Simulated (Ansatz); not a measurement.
**AlCl3 (singlet): from Hartree-Fock to the top rungs, cc-pV(Q+d)Z**

One table from this session's results is given with a row withheld; the runs are named, their logs left out.

Method: cc-pV(Q+d)Z, core rule «outside noble gas», up to 20 orbitals frozen; program: Ansatz 0.2.0, Gaussian basis.

Plan: UHF; CCSD(T) on RHF; BCCD(T) on RHF.

24 further runs of the same task are left out: 5 for a known fault of the program, 2 that didn't finish, 17 set aside as unsound or not needed.

## The system

The geometry is an MP2(full)/6-31G* stationary point (not a proven minimum).

4 atoms, charge 0, spin multiplicity 1.

Atoms are counted from 1 here; the program's logs count them from 0.

Bond lengths: Al1–Cl2 2.069 Å, Al1–Cl3 2.069 Å, Al1–Cl4 2.069 Å. Angles: Cl2–Al1–Cl3 120.0°, Cl2–Al1–Cl4 120.0°, Cl3–Al1–Cl4 120.0°.

Geometry (Å):

```mol
AlCl3
  3D, bonds by distance, orders not assigned

  4  3  0  0  0  0  0  0  0  0999 V2000
    0.0000    0.0000    0.0000 Al  0  0
    0.0000    2.0690    0.0000 Cl  0  0
    1.7918   -1.0345    0.0000 Cl  0  0
   -1.7918   -1.0345    0.0000 Cl  0  0
  1  2  8  0
  1  3  8  0
  1  4  8  0
M  END
```

Set-up of the first run:

in.yaml

```yaml
crystal:
  periodic: [false, false, false]
  atoms:
    - {symbol: Al, position_ang: [0.000000, 0.000000, 0.000000]}
    - {symbol: Cl, position_ang: [0.000000, 2.069041, 0.000000]}
    - {symbol: Cl, position_ang: [1.791842, -1.034520, 0.000000]}
    - {symbol: Cl, position_ang: [-1.791842, -1.034520, 0.000000]}
basis:
  gaussian: {orbitals: "cc-pV(Q+d)Z.json"}
magnetization: {spin_polarized: true, initial_magnetization: 0}
hamiltonian: {xc: hf}
output: {orbitals: {seedname: orbitals}}
```

Started as:

```
$ ansatz run in.yaml --threads 1 --pin off --events-out ev --progress --plain --max-ram 4096MiB --backend cpu
```

Steps of the session up to this table: UHF; CCSD(T) on RHF; BCCD(T) on RHF.

One table of the session follows, with a row left open; its other results are not shown here.

| method | from RCCSD(T) (kJ/mol) |
| --- | --- |
| RHF | +2022.3 |
| RMP2 | +207.5 |
| RCCSD | +90.2 |
| RCCSD(T) | 0 |
| BCCD(T) | ? |

Q: Estimate the row for BCCD(T) from the others.

**Answer.** from RCCSD(T) (kJ/mol): -0.3. In the column «from RCCSD(T) (kJ/mol)» it is the lowest.
